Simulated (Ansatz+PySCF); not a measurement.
## singlet H₂O: levels of theory in one basis

```xyz
3

O     0.0000    0.0000   -0.1197
H     0.0000    2.2625    1.6753
H     0.0000   -0.7542    0.4787
```

Basis set: cc-pVDZ (spherical functions). Frozen core: 1 orbital. Charge 0, multiplicity 1.

Computed with Ansatz (development build ahead of 0.2.0); each method stands on the lowest determinant of its kind that the runs found. NEVPT2 correlates all electrons. Active spaces start from the frontier orbitals, and the lowest solution found is given.

```csv
method,E − E(RHF) (eV),<S²> of the determinant
RHF,0.00,0.00
UHF,-5.64,1.00
RHF-MP2,-8.62,–
UHF-MP2,-9.70,1.00
RHF-CCSD,-9.57,–
RHF-CCSD(T),-10.43,–
UHF-CCSD(T),-10.15,1.00
RHF-CCSDT(Q),-10.21,–
UHF-CCSDT(Q),-10.18,1.00
"CASSCF(8,6)",-6.24,–
"SC-NEVPT2(2,2)",-9.80,–
"SC-NEVPT2(8,6)",-9.64,–
```

Question: What does CASSCF(2,2) give on the same scale?

Answer: -5.57 eV.

Question: Is a single determinant a sound starting point here?

Answer: It is doubtful. Unrestricted orbitals lower Hartree–Fock by 5.64 eV and <S²> is 1.00 where a pure state has 0.00, a sign of strong static correlation. The CASSCF(8,6) natural occupations are 2.00, 2.00, 1.98, 1.16, 0.84, 0.02. The CASSCF(2,2) natural occupations are 1.15, 0.85.

Caution for RHF, RHF-MP2, RHF-CCSD, RHF-CCSD(T), RHF-CCSDT(Q): an unrestricted determinant lies well below. Caution for UHF, UHF-MP2, UHF-CCSD(T), UHF-CCSDT(Q): the unrestricted determinant is a mixture of spin states. Caution for RHF-MP2, RHF-CCSD, RHF-CCSDT(Q): large amplitudes, a single reference is doubtful. Caution for UHF-MP2, UHF-CCSD(T), UHF-CCSDT(Q): bonds are stretched, where a single reference can fail; a plain start can end on a higher determinant. Caution for RHF-CCSD(T): very large amplitudes, the method is breaking down; the program doubts this total. Caution for UHF-CCSD(T): another reference gives a lower total. Caution for RHF-CCSDT(Q), UHF-CCSDT(Q): the amplitudes may be one of several solutions.
